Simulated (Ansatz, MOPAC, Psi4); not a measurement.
Bond separation energy, enthalpy at 298 K: 9 cases among unsaturated hydrocarbons, in kcal/mol, species as SMILES. Each species reacts with one-heavy-atom hydrides (CH4, NH3, H2O and the like) so that every bond between heavy atoms ends in the simplest two-heavy-atom molecule with that bond. Set-up: LANL2DZ all-electron up to Ne; non-relativistic; spin-orbit terms left out; no dispersion term unless named; 6-31G* and kin with 6d, 5d where marked. First-principles rows: single points at B3LYP-D3(BJ) geometries (Ansatz, a quantum-chemistry and plane-wave program), with unscaled harmonic terms from B3LYP/6-31G* (Ansatz) at its own minima. Semi-empirical rows: MOPAC heats of formation at their own minima for 298 K.

Measured values: Active Thermochemical Tables 1.112 (ions: stationary electron), as tabulated in the package chemicals; Active Thermochemical Tables 1.112 (ions: stationary electron), as tabulated in the package chemicals; G2/97 table in ASE (Curtiss et al.); they hold spin-orbit and core effects, anharmonicity and other conformers. 

```
species                       atoms  measured  error of PM3 (MOPAC)  error of BLYP/6-31G* (Ansatz)  error of B3LYP/LANL2DZ (Ansatz)  error of PBE0/6-31G* (Ansatz)  error of wB97X-D/6-31G* (Psi4)  error of PBE/def2-TZVPD (Ansatz)  error of wB97M-V/def2-TZVPD (Ansatz)
----------------------------  -----  --------  --------------------  -----------------------------  -------------------------------  -----------------------------  ------------------------------  --------------------------------  ------------------------------------
C#CC#C                            6      14.7                  -7.8                           10.4                              7.5                            7.1                             3.8                               6.1                                  -1.3
C#CC [prop-1-yne]                 7       7.9                  -2.5                            2.5                              2.8                            2.3                             1.3                               1.9                                   0.4
C=C=C [propa-1,2-diene]           7      -2.5                   1.7                            5.1                              2.4                            4.2                             2.9                               4.1                                   1.3
C1=CC1                            7     -41.9                  -6.9                            2.4                             -6.1                           -1.6                            -3.1                               2.6                                   0.0
CC=C                              9       5.5                  -0.4                            0.2                              0.4                            0.2                            -0.1                               0.3                                  -0.1
C=CC=C [buta-1,3-diene]          10      14.4                  -4.3                            1.9                              1.8                            1.0                            -0.4                               1.0                                  -1.5
CC#CC                            10      15.3                  -4.6                            3.9                              3.5                            3.5                             1.7                               2.5                                  -0.3
C/C=C/C                          12      10.8                  -0.6                            0.1                              0.2                            0.2                            -0.4                               0.2                                  -0.6
C=C(C)C [2-methylprop-1-ene]     12      12.3                  -2.6                           -1.2                             -0.1                           -0.9                            -1.0                              -0.9                                  -0.8
```

```tsv
level	cases	mean signed error	mean absolute error	median absolute error	largest absolute error
PM3 (MOPAC)	9	-3.11	3.49	2.60	7.8
BLYP/6-31G* (Ansatz)	9	2.81	3.08	2.40	10.4
B3LYP/LANL2DZ (Ansatz)	9	1.38	2.76	2.40	7.5
PBE0/6-31G* (Ansatz)	9	1.78	2.33	1.60	7.1
wB97X-D/6-31G* (Psi4)	9	0.52	1.63	1.30	3.8
PBE/def2-TZVPD (Ansatz)	9	1.98	2.18	1.90	6.1
wB97M-V/def2-TZVPD (Ansatz)	9	-0.32	0.70	0.60	1.5
```

PM3 lies above in 1 of 9 cases and within 2 kcal/mol in 3; mean signed error -3.11 kcal/mol, mean absolute 3.49 kcal/mol (3.86 over the 5 cases of up to 9 atoms, 3.02 over the larger). These figures hold for the species listed.

How the rows were picked: cases drawn at random among the computed members of the class that have a tabulated value. The batch they came from held 9 cases of this property in the class: 9 with a tabulated value, 0 with clean coupled cluster alone, 0 with neither, which enter no statistics. The levels are drawn from those run on every case listed, the commonest habits more often. No case is left out for the size of its miss. Left out are saddle points of the reference geometry, anions that the best level run finds unbound, excited spin states, species near biochemistry, 298 K rows of species without real B3LYP wavenumbers, cases with under five habitual levels, runs that failed or that the program found above a lower state of the same kind, table entries that another table contradicts, and a share of species set aside by lot.
